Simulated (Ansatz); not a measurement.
Species: HO (charge 0, doublet). SMILES: [OH]
Geometry from a B3LYP-D3(BJ)/def2-TZVP (Ansatz, an electronic-structure program) optimisation:
```
O
H 1 0.9767
```
Charge 0, spin multiplicity 2.

Quantity: atomisation energy (electronic, to ground-state atoms), in kJ/mol. Cores are frozen in the correlated levels unless marked. UHF or UKS for open shells. No spin-orbit coupling. Non-relativistic. The coupled-cluster limit lacks core correlation, which all-electron functionals hold. CBS marks a two-point X^-3 extrapolation of the correlation energy; Hartree-Fock from the larger set (for Q and 5 zeta extrapolated as (X+1)exp(-9√X)). The bracket is a focal-point correction in the basis named.

```
level                                                     program  atomisation energy (kJ/mol)  minus last row
-------------------------------------------------  --------------  ---------------------------  --------------
HF/6-31G*                                                  Ansatz                        262.0          -186.1
PBE-D3(BJ)/def2-TZVPD                              Ansatz + dftd3                        457.6             9.5
BLYP-D3(BJ)/def2-TZVPD                             Ansatz + dftd3                        457.0             8.9
BLYP/def2-TZVPD                                            Ansatz                        456.2             8.1
revPBE/def2-TZVPD                                          Ansatz                        444.3            -3.8
BHLYP-D3(BJ)/def2-TZVPD                            Ansatz + dftd3                        424.3           -23.8
CAM-B3LYP/def2-TZVPD                                       Ansatz                        450.2             2.1
B2PLYP-D3(BJ)/def2-TZVPD                           Ansatz + dftd3                        440.2            -7.9
RPA@PBE/cc-pVTZ                                            Ansatz                        417.9           -30.2
MP2/cc-pVTZ                                                Ansatz                        430.9           -17.2
MP2/def2-TZVPP                                             Ansatz                        433.9           -14.2
RI-MP2/aug-cc-pVTZ                                         Ansatz                        438.9            -9.2
CCSD(T) with core electrons/cc-pwCVTZ                      Ansatz                        431.1           -17.0
RI-MP2/CBS(cc-pVTZ,cc-pVQZ)+[CCSD(T)-MP2]/cc-pVTZ          Ansatz                        449.0             0.9
CCSD(T)/CBS(cc-pVQZ,cc-pV5Z)                               Ansatz                        448.1             0.0
```
